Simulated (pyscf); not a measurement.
PySCF, gas phase, ωB97X-D3(BJ)/def2-SVP geometries.

**Question.** Estimate by transition-state theory the rate constant of H₂N–GeH₃ + H₂B–F -> H₂B–NH–GeH₃ + hydrogen fluoride (HF) (singlet surface; H–N, B–F broken, B–N, F–H formed) at 900 K, with ωB97M-D3(BJ)/def2-TZVP energies (ideal gas, 1 atm, RRHO with modes under 100 cm⁻¹ raised to 100, one conformer, R ln 2 for rigid chiral ones; no tunnelling).

**Answer.** The electronic barrier is 9.1 kcal/mol and the thermal terms add +35.3, so ΔG‡ = 44.4 kcal/mol. With k_BT/h = 1.88e+13 s⁻¹ and RT = 1.788 kcal/mol, and a volume of 1.23e-19 cm³ per molecule at 1 atm, k = 3.8e-17 cm³ molecule⁻¹ s⁻¹. Wigner's tunnelling factor for 772i cm⁻¹ would be 1.06. A shift of 1 kcal/mol in the barrier changes k by a factor 1.7. On the reactant side the descent ends in an adduct with a B–N contact (not fully relaxed), 24.8 kcal/mol under the separated species and 33.5 kcal/mol under the saddle at ωB97X-D3(BJ)/def2-TZVP. On the product side the descent ends in a complex, 5.5 kcal/mol under the separated species and 14.5 kcal/mol under the saddle at ωB97X-D3(BJ)/def2-TZVP. What is counted as formed (B–N) is already present as a longer contact in the reactant adduct; forming that adduct is a step of its own. This is the saddle that the search found; another between the same sides may lie lower. Elements up to Kr have no core potential and no relativistic terms here.
